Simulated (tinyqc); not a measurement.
Worked calculation: CCSD on RHF in the sto-6g basis, for BH3, spin multiplicity 1. One step of it, computed by the program tinyqc.

Question. Iteration 1: diagonalisation and new density. Diagonalise F' = X^T F X, C = X C', fill 4 alpha and 4 beta electrons from the bottom; D = 2 C_occ C_occ^T. Each column has its largest component positive (the first on a tie).

Fock matrix F (hartree), lower triangle:
```
            1B 1s      1B 2s     1B 2px     1B 2py    1B 2pz      2H 1s      3H 1s      4H 1s
1B 1s   -6.234153
1B 2s   -1.838430  -0.667126
1B 2px   0.000028   0.000189   0.135396
1B 2py   0.000000   0.000000   0.000000   0.135413
1B 2pz  -0.002075   0.028852  -0.000003   0.000000  0.753001
2H 1s   -0.497413  -0.366553  -0.181335   0.000000  0.010865  -0.080452
3H 1s   -0.498029  -0.366872   0.090806  -0.157104  0.010870  -0.122458  -0.080737
4H 1s   -0.498029  -0.366872   0.090806   0.157104  0.010870  -0.122458  -0.122644  -0.080737
```

X:
```
                1          2          3          4          5          6          7          8
1B 1s   -0.331007   0.000000  -0.000804   0.962602   0.170258   0.000000   0.000157   0.178688
1B 2s    1.512016   0.000000   0.002680  -0.047627   0.025993   0.000000   0.000325   0.456941
1B 2px  -0.002838   0.000000   1.153522   0.000046  -0.000001   0.000000   0.593979  -0.000294
1B 2py   0.000000   1.153549   0.000000   0.000000   0.000000   0.594060   0.000000   0.000000
1B 2pz  -0.051853   0.000000  -0.000081  -0.182259   0.982700   0.000000  -0.000006  -0.015263
2H 1s   -0.722251   0.000000  -1.034269  -0.175427  -0.031298   0.000000   0.442376   0.290691
3H 1s   -0.725968  -0.894789   0.515209  -0.175274  -0.031272   0.382927  -0.220914   0.291056
4H 1s   -0.725968   0.894789   0.515209  -0.175274  -0.031272  -0.382927  -0.220914   0.291056
```

Give: F' = X^T F X; orbital energies; coefficients C; D after iteration 1.

Answer.

F' = X^T F X (hartree), lower triangle:
```
         1       2       3        4        5        6        7        8
1   0.8136
2   0.0000  0.8959
3  -0.0007  0.0000  0.8957
4   0.4182  0.0000  0.0015  -5.1255
5   0.0691  0.0000  0.0003  -1.1081   0.5453
6   0.0000  0.0923  0.0000   0.0000   0.0000  -0.0829
7  -0.0001  0.0000  0.0923  -0.0014  -0.0003   0.0000  -0.0829
8   0.1119  0.0000  0.0005  -2.0708  -0.3879   0.0000  -0.0006  -1.1696
```

orbital energies (hartree): MO1 -6.2410, MO2 -0.2929, MO3 -0.0915, MO4 -0.0915, MO5 0.7531, MO6 0.8445, MO7 0.9043, MO8 0.9046

coefficients C:
```
            MO1      MO2      MO3      MO4      MO5      MO6      MO7      MO8
1B 1s    0.9895  -0.2252  -0.0001   0.0000  -0.0384  -0.2566   0.0019   0.0000
1B 2s    0.0439   0.5174   0.0004   0.0000   0.1926   1.4802  -0.0116   0.0000
1B 2px   0.0000  -0.0004   0.4841   0.0000   0.0002   0.0086   1.2038   0.0000
1B 2py   0.0000   0.0000   0.0000   0.4841   0.0000   0.0000   0.0000   1.2038
1B 2pz  -0.0002  -0.0195   0.0000   0.0000   0.9884  -0.1563   0.0010   0.0000
2H 1s   -0.0078   0.2979   0.5366   0.0000  -0.0765  -0.7465  -0.9815   0.0000
3H 1s   -0.0078   0.2984  -0.2679   0.4645  -0.0762  -0.7359   0.4995  -0.8553
4H 1s   -0.0078   0.2984  -0.2679  -0.4645  -0.0762  -0.7359   0.4995   0.8553
```

D after iteration 1, lower triangle:
```
          1B 1s    1B 2s   1B 2px   1B 2py   1B 2pz    2H 1s    3H 1s   4H 1s
1B 1s    2.0596
1B 2s   -0.1461   0.5392
1B 2px   0.0000   0.0000   0.4686
1B 2py   0.0000   0.0000   0.0000   0.4687
1B 2pz   0.0084  -0.0202   0.0000   0.0000   0.0008
2H 1s   -0.1497   0.3080   0.5193   0.0000  -0.0117   0.7536
3H 1s   -0.1498   0.3078  -0.2596   0.4498  -0.0117  -0.1097   0.7534
4H 1s   -0.1498   0.3078  -0.2596  -0.4498  -0.0117  -0.1097  -0.1098  0.7534
```
